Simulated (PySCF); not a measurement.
PySCF input for C4H4S, SMILES c1ccsc1, B3LYP-D3(BJ)/def2-SVP. Coordinates come from a B3LYP-D3(BJ)/def2-SVP optimisation.

```python
import numpy as np
from pyscf import gto, scf, dft
from pyscf.hessian import thermo

mol = gto.M(
    atom='''
    C     0.00000000    0.71488704    1.27482456
    C     0.00000000   -0.71488705    1.27482454
    C     0.00000000   -1.24142827    0.00745678
    S     0.00000000    0.00000000   -1.19818307
    C     0.00000000    1.24142827    0.00745678
    H     0.00000000    1.32606884    2.17849294
    H     0.00000000   -1.32606885    2.17849294
    H     0.00000000   -2.28978202   -0.28671636
    H     0.00000000    2.28978202   -0.28671634
    ''',
    basis='def2-SVP',
    charge=0,
    spin=0,
    max_memory=1600,
    verbose=3,
)
mf = dft.RKS(mol, xc='b3lyp').density_fit(auxbasis='def2-universal-jkfit')
mf.disp = 'd3bj'
mf.grids.level = 3
mf.conv_tol = 1e-11
mf.max_cycle = 100
mf.kernel()

# [left out here: the lines that compute and print the analytic Hessian (its translational invariance restored by hand, since the grid's response is missing), thermochemistry and intensities]
```

Program output:

```
converged SCF energy = -552.801320531

WARN: DFTD3 does not support analytical Hessian, using finite difference


WARN: Mole.unit (angstrom) is changed to Bohr

Mode                                 0                   1                   2
Irrep
Freq [cm^-1]                      460.9201            581.9229            619.5458
Reduced mass [au]                   4.7153              3.0181              9.6411
Force const [Dyne/A]                0.5902              0.6022              2.1803
Char temp [K]                     663.1614            837.2575            891.3885
Normal mode                   x     y     z       x     y     z       x     y     z
       0   C                 0.07  0.00  0.00    0.14  0.00  0.00    0.00  0.00 -0.09
       1   C                 0.07  0.00 -0.00   -0.14  0.00 -0.00   -0.00 -0.00 -0.09
       2   C                -0.15  0.00 -0.00    0.11  0.00 -0.00   -0.00 -0.06 -0.07
       3   S                 0.07 -0.00  0.00    0.00 -0.00  0.00   -0.00  0.00  0.13
       4   C                -0.15  0.00  0.00   -0.11  0.00  0.00    0.00  0.06 -0.07
       5   H                 0.14  0.00  0.00    0.37 -0.00  0.00   -0.00 -0.06 -0.05
       6   H                 0.14  0.00 -0.00   -0.37  0.00 -0.00    0.00  0.06 -0.05
       7   H                -0.24 -0.00  0.00    0.04 -0.00  0.00    0.00 -0.04 -0.14
       8   H                -0.24  0.00 -0.00   -0.04  0.00  0.00   -0.00  0.04 -0.14
Mode                                 3                   4                   5
Irrep
Freq [cm^-1]                      691.5946            723.5124            756.0689
Reduced mass [au]                   1.2627              1.1085              6.8571
Force const [Dyne/A]                0.3558              0.3419              2.3095
Char temp [K]                     995.0506           1040.9733           1087.8148
Normal mode                   x     y     z       x     y     z       x     y     z
       0   C                 0.07  0.00  0.00    0.04  0.00  0.00   -0.00  0.07  0.11
       1   C                -0.07  0.00 -0.00    0.04  0.00 -0.00    0.00  0.07 -0.11
       2   C                -0.07  0.00 -0.00    0.05  0.00 -0.00    0.00  0.05 -0.09
       3   S                 0.00 -0.00 -0.00   -0.01 -0.00  0.00   -0.00 -0.09  0.00
       4   C                 0.07  0.00  0.00    0.05  0.00  0.00   -0.00  0.05  0.09
       5   H                -0.14 -0.00  0.00   -0.45 -0.00  0.00   -0.00 -0.05  0.19
       6   H                 0.14 -0.00 -0.00   -0.45 -0.00 -0.00    0.00 -0.05 -0.19
       7   H                 0.61  0.00  0.00   -0.50  0.00 -0.00    0.00  0.03 -0.02
       8   H                -0.61  0.00  0.00   -0.50  0.00  0.00    0.00  0.03  0.02
Mode                                 6                   7                   8
Irrep
Freq [cm^-1]                      842.6612            876.4424            890.9024
Reduced mass [au]                   3.9616              4.1604              1.2437
Force const [Dyne/A]                1.6574              1.8829              0.5816
Char temp [K]                    1212.4019           1261.0055           1281.8101
Normal mode                   x     y     z       x     y     z       x     y     z
       0   C                -0.00  0.01 -0.02   -0.00 -0.07 -0.08   -0.07  0.00  0.00
       1   C                -0.00 -0.01 -0.02   -0.00 -0.07  0.08   -0.07  0.00 -0.00
       2   C                 0.00 -0.16  0.06    0.00  0.14  0.01    0.06 -0.00 -0.00
       3   S                -0.00  0.00 -0.04    0.00 -0.05 -0.00    0.00  0.00  0.00
       4   C                 0.00  0.16  0.06    0.00  0.14 -0.01    0.06 -0.00  0.00
       5   H                -0.00 -0.15  0.09    0.00 -0.11 -0.05    0.46  0.00  0.00
       6   H                 0.00  0.15  0.09    0.00 -0.11  0.05    0.46  0.00 -0.00
       7   H                -0.00 -0.20  0.15   -0.00  0.20 -0.19   -0.43 -0.00  0.00
       8   H                 0.00  0.20  0.15   -0.00  0.20  0.19   -0.43 -0.00 -0.00
Mode                                 9                  10                  11
Irrep
Freq [cm^-1]                      935.8966           1054.3801           1086.5857
Reduced mass [au]                   1.3481              1.8269              1.0908
Force const [Dyne/A]                0.6957              1.1966              0.7588
Char temp [K]                    1346.5468           1517.0182           1563.3548
Normal mode                   x     y     z       x     y     z       x     y     z
       0   C                -0.10  0.00  0.00   -0.00 -0.12 -0.06   -0.00 -0.00 -0.05
       1   C                 0.10  0.00 -0.00    0.00  0.12 -0.06    0.00  0.00 -0.05
       2   C                -0.04 -0.00 -0.00   -0.00  0.06  0.01   -0.00  0.01  0.02
       3   S                -0.00 -0.00 -0.00    0.00  0.00  0.01    0.00 -0.00  0.02
       4   C                 0.04  0.00  0.00    0.00 -0.06  0.01   -0.00 -0.01  0.02
       5   H                 0.56 -0.00  0.00    0.00 -0.41  0.13   -0.00  0.35 -0.30
       6   H                -0.56 -0.00 -0.00   -0.00  0.41  0.13   -0.00 -0.35 -0.30
       7   H                 0.21 -0.00 -0.00    0.00 -0.01  0.27    0.00 -0.11  0.48
       8   H                -0.21  0.00  0.00   -0.00  0.01  0.27    0.00  0.11  0.48
Mode                                12                  13                  14
Irrep
Freq [cm^-1]                     1089.6638           1264.4516           1394.8983
Reduced mass [au]                   1.1484              1.3813              2.3377
Force const [Dyne/A]                0.8034              1.3012              2.6799
Char temp [K]                    1567.7835           1819.2644           2006.9481
Normal mode                   x     y     z       x     y     z       x     y     z
       0   C                -0.00  0.03 -0.01   -0.00 -0.05 -0.00   -0.00 -0.09 -0.06
       1   C                -0.00  0.03  0.01    0.00 -0.05  0.00    0.00  0.09 -0.06
       2   C                 0.00 -0.05 -0.04    0.00  0.04 -0.09   -0.00 -0.01  0.12
       3   S                -0.00 -0.01 -0.00   -0.00 -0.01  0.00    0.00  0.00 -0.01
       4   C                 0.00 -0.05  0.04    0.00  0.04  0.09    0.00  0.01  0.12
       5   H                 0.00  0.33 -0.21    0.00  0.37 -0.29   -0.00  0.13 -0.23
       6   H                 0.00  0.33  0.21    0.00  0.37  0.29   -0.00 -0.13 -0.23
       7   H                -0.00  0.08 -0.52   -0.00 -0.09  0.35    0.00  0.12 -0.32
       8   H                 0.00  0.08  0.52   -0.00 -0.09 -0.35   -0.00 -0.12 -0.32
Mode                                15                  16                  17
Irrep
Freq [cm^-1]                     1464.6878           1566.5953           3204.7027
Reduced mass [au]                   6.3818              4.8618              1.0888
Force const [Dyne/A]                8.0665              7.0301              6.5881
Char temp [K]                    2107.3597           2253.9818           4610.8537
Normal mode                   x     y     z       x     y     z       x     y     z
       0   C                -0.00  0.14 -0.09    0.00 -0.06  0.14   -0.00  0.03  0.05
       1   C                 0.00 -0.14 -0.09    0.00 -0.06 -0.14    0.00  0.03 -0.05
       2   C                -0.00  0.06  0.08   -0.00  0.03  0.11    0.00 -0.01 -0.00
       3   S                 0.00  0.00  0.00    0.00  0.00 -0.00   -0.00 -0.00  0.00
       4   C                -0.00 -0.06  0.08   -0.00  0.03 -0.11    0.00 -0.01  0.00
       5   H                 0.00 -0.15  0.10   -0.00  0.23 -0.04   -0.00 -0.37 -0.55
       6   H                -0.00  0.15  0.10   -0.00  0.23  0.04    0.00 -0.37  0.55
       7   H                 0.00  0.09  0.02    0.00  0.10 -0.05   -0.00  0.12  0.03
       8   H                -0.00 -0.09  0.02    0.00  0.10  0.05    0.00  0.12 -0.03
Mode                                18                  19                  20
Irrep
Freq [cm^-1]                     3217.2390           3250.6942           3252.9840
Reduced mass [au]                   1.0955              1.0965              1.1014
Force const [Dyne/A]                6.6811              6.8267              6.8666
Char temp [K]                    4628.8906           4677.0253           4680.3198
Normal mode                   x     y     z       x     y     z       x     y     z
       0   C                 0.00  0.03  0.05    0.00  0.00  0.01   -0.00 -0.01 -0.02
       1   C                -0.00 -0.03  0.05   -0.00  0.00 -0.01    0.00  0.01 -0.02
       2   C                 0.00  0.01  0.00   -0.00  0.06  0.02   -0.00  0.06  0.02
       3   S                -0.00 -0.00 -0.00    0.00 -0.00  0.00   -0.00  0.00  0.00
       4   C                -0.00 -0.01  0.00   -0.00  0.06 -0.02   -0.00 -0.06  0.02
       5   H                -0.00 -0.37 -0.54   -0.00 -0.07 -0.10    0.00  0.10  0.14
       6   H                -0.00  0.37 -0.54    0.00 -0.07  0.10    0.00 -0.10  0.14
       7   H                 0.00 -0.17 -0.05    0.00 -0.64 -0.18    0.00 -0.62 -0.18
       8   H                 0.00  0.17 -0.05   -0.00 -0.64  0.18    0.00  0.62 -0.18
temperature 298.1500 [K]
pressure 101325.00 [Pa]
Rotational constants [GHz] 7.96961 5.34058 3.19772
Symmetry number 2
Zero-point energy (ZPE) 0.06658 [Eh]   174812.393 [J/mol]
                           tot       elec      trans        rot        vib
Entropy [J/mol/K]       278.129      0.000    164.026     99.973     14.130
Cv [J/mol/K]             63.250      0.000     12.472     12.472     38.307
Cp [J/mol/K]             71.565      0.000     20.786     12.472     38.307
Internal energy [J/mol]                      3718.434   3718.434 178033.982
Internal energy [Eh]   -552.73068  -552.80132
Enthalpy [J/mol]                             6197.391   3718.434 178033.982
Enthalpy [Eh]          -552.72973
Gibbs free energy [J/mol]                  -42706.893 -26088.475 173821.104
Gibbs free energy [Eh] -552.76132
mode   freq/cm-1   IR/(km/mol)
   1      460.92         0.886
   2      581.92         0.000
   3      619.55         0.385
   4      691.59         0.000
   5      723.51       106.803
   6      756.07         0.344
   7      842.66        22.184
   8      876.44         1.421
   9      890.90         0.416
  10      935.90         0.000
  11     1054.38         2.145
  12     1086.59         4.188
  13     1089.66         4.943
  14     1264.45         8.683
  15     1394.90         0.009
  16     1464.69         9.711
  17     1566.60         0.000
  18     3204.70         3.487
  19     3217.24         2.558
  20     3250.69         0.116
  21     3252.98         1.031
max |gradient| / (hartree/bohr): 3.262353301079269e-05
APT charges: [-0.0912 -0.0912 -0.0335 -0.0259 -0.0335  0.056   0.056   0.0816  0.0816]
```

The calculation finished and met its thresholds.

Cost: very roughly 90 core-seconds.
